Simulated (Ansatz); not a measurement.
Ansatz (a first-principles code) input (B3LYP-D3(BJ)/def2-TZVP):

Ansatz 0.2 input:
```yaml
crystal:
  periodic: [false, false, false]
  atoms:
    - {symbol: C, position_ang: [-0.01205495, 1.55551880, -0.00590241]}
    - {symbol: C, position_ang: [1.19728405, 0.92624159, -0.00440636]}
    - {symbol: C, position_ang: [1.19152235, -0.46786032, -0.00001446]}
    - {symbol: C, position_ang: [-0.01206445, -1.15115159, 0.00313109]}
    - {symbol: C, position_ang: [-1.21564315, -0.46799857, 0.00125751]}
    - {symbol: C, position_ang: [-1.22146178, 0.92605075, -0.00348345]}
    - {symbol: H, position_ang: [2.12966038, 1.47068443, -0.00608647]}
    - {symbol: H, position_ang: [2.12919974, -1.00541247, 0.00152973]}
    - {symbol: H, position_ang: [-0.01204312, -2.23201192, 0.00663881]}
    - {symbol: H, position_ang: [-2.15318434, -1.00574041, 0.00348904]}
    - {symbol: H, position_ang: [-2.15387148, 1.47047033, -0.00402441]}
basis:
  gaussian:
    orbitals: def2-TZVP
hamiltonian:
  xc: b3lyp
  dispersion: d3bj
magnetization: {spin_polarized: true, initial_magnetization: 1}
relax: {f_tol: 0.002, max_steps: 150}
```

Output:

```
Functional definition: B3LYP
integrals: 0.13 GiB planned
1300 factors; their error is unknown
mean field: 1.57 GiB planned
mean field evaluation 1: about -6293.2139 eV, gradient 4.6e1 eV
mean field evaluation 2: about -6287.4194 eV, gradient 5.7e1 eV
mean field evaluation 4: about -6303.3841 eV, gradient 4.4e0 eV
mean field evaluation 8: about -6303.4892 eV, gradient 1.2e-1 eV
mean field evaluation 16: about -6303.4689 eV, gradient 1.3e-3 eV
mean field -6303.46891469 eV, -231.6482099701 hartree, gradient 6.2e-5 eV, S^2 0.756742; 0 other end points of the search recorded, 0 dependent functions left out
the calculation of the forces begins
reference -6303.46917818 eV, -231.6482196534 hartree; 21, 20 occupied and 195, 196 virtual orbitals, 1300 factors
relax step   1: F+E_penalty+E_count = -6303.95239421 eV  Δ(F+E_penalty+E_count) = +0.000e0 eV  max|allowed force component| = 4.018e-1 eV/Å  Δτ_max = 0.0000 Å  (35 SCF iters, accepted)
these checks for a lower state are left out or cut short: starts, cluster_reference, orbital_swaps, neighbouring_geometries, increment
integrals: 0.13 GiB planned
1300 factors; their error is unknown
mean field: 1.58 GiB planned
mean field -6303.47829132 eV, -231.6485545551 hartree, gradient 1.4e-5 eV, S^2 0.756883; 0 other end points of the search recorded, 0 dependent functions left out
the calculation of the forces begins
reference -6303.47855510 eV, -231.6485642488 hartree; 21, 20 occupied and 195, 196 virtual orbitals, 1300 factors
relax step   2: F+E_penalty+E_count = -6303.96091052 eV  Δ(F+E_penalty+E_count) = -8.516e-3 eV  max|allowed force component| = 1.399e-1 eV/Å  Δτ_max = 0.0106 Å  (41 SCF iters, accepted)
these checks for a lower state are left out or cut short: starts, cluster_reference, orbital_swaps, neighbouring_geometries, increment
integrals: 0.13 GiB planned
1300 factors; their error is unknown
mean field: 1.57 GiB planned
mean field evaluation 32: about -6303.4796 eV, gradient 6.7e-3 eV
mean field -6303.47960920 eV, -231.6486029861 hartree, gradient 2.1e-5 eV, S^2 0.756926; 0 other end points of the search recorded, 0 dependent functions left out
the calculation of the forces begins
reference -6303.47987303 eV, -231.6486126818 hartree; 21, 20 occupied and 195, 196 virtual orbitals, 1300 factors
relax step   3: F+E_penalty+E_count = -6303.96187951 eV  Δ(F+E_penalty+E_count) = -9.690e-4 eV  max|allowed force component| = 9.848e-3 eV/Å  Δτ_max = 0.0047 Å  (39 SCF iters, accepted)
these checks for a lower state are left out or cut short: starts, cluster_reference, orbital_swaps, neighbouring_geometries, increment
integrals: 0.13 GiB planned
1300 factors; their error is unknown
mean field: 1.58 GiB planned
mean field -6303.47961629 eV, -231.6486032468 hartree, gradient 1.6e-5 eV, S^2 0.756925; 0 other end points of the search recorded, 0 dependent functions left out
the calculation of the forces begins
reference -6303.47988012 eV, -231.6486129423 hartree; 21, 20 occupied and 195, 196 virtual orbitals, 1300 factors
relax step   4: F+E_penalty+E_count = -6303.96188335 eV  Δ(F+E_penalty+E_count) = -3.845e-6 eV  max|allowed force component| = 5.888e-4 eV/Å  Δτ_max = 0.0005 Å  (38 SCF iters, accepted)
integrals: 0.13 GiB planned
1300 factors; their error is unknown
mean field: 1.58 GiB planned
mean field evaluation 64: about -6303.4796 eV, gradient 7.0e-3 eV
mean field -6303.47961629 eV, -231.6486032468 hartree, gradient 1.6e-5 eV, S^2 0.756925; 1 other end points of the search recorded, 0 dependent functions left out
the calculation of the forces begins
reference -6303.47988012 eV, -231.6486129423 hartree; 21, 20 occupied and 195, 196 virtual orbitals, 1300 factors
Total energy: -6303.96214718 eV, -231.6663359298 hartree
Atom 0 at    -0.012132     1.553010    -0.005680 Å, force    -0.000066    -0.000255    -0.000398 eV/Å
Atom 1 at     1.208707     0.930735    -0.004277 Å, force     0.000391    -0.000337     0.000278 eV/Å
Atom 2 at     1.196794    -0.468072     0.000231 Å, force    -0.000366    -0.000057    -0.000155 eV/Å
Atom 3 at    -0.012005    -1.156771     0.002990 Å, force    -0.000030     0.000589     0.000256 eV/Å
Atom 4 at    -1.220869    -0.468181     0.001379 Å, force     0.000395    -0.000124    -0.000311 eV/Å
Atom 5 at    -1.232914     0.930623    -0.003155 Å, force    -0.000331    -0.000249     0.000393 eV/Å
Atom 6 at     2.141481     1.480086    -0.006464 Å, force    -0.000078     0.000339     0.000003 eV/Å
Atom 7 at     2.133724    -1.011685     0.001561 Å, force    -0.000178     0.000015    -0.000087 eV/Å
Atom 8 at    -0.011954    -2.238964     0.006445 Å, force    -0.000001    -0.000273     0.000083 eV/Å
Atom 9 at    -2.157749    -1.011879     0.003603 Å, force     0.000184     0.000014    -0.000103 eV/Å
Atom 10 at    -2.165740     1.479889    -0.004503 Å, force     0.000082     0.000339     0.000041 eV/Å
Dipole moment:     0.000009    -0.182241     0.000585 e Å
```

It need not be the lowest isomer of its formula.
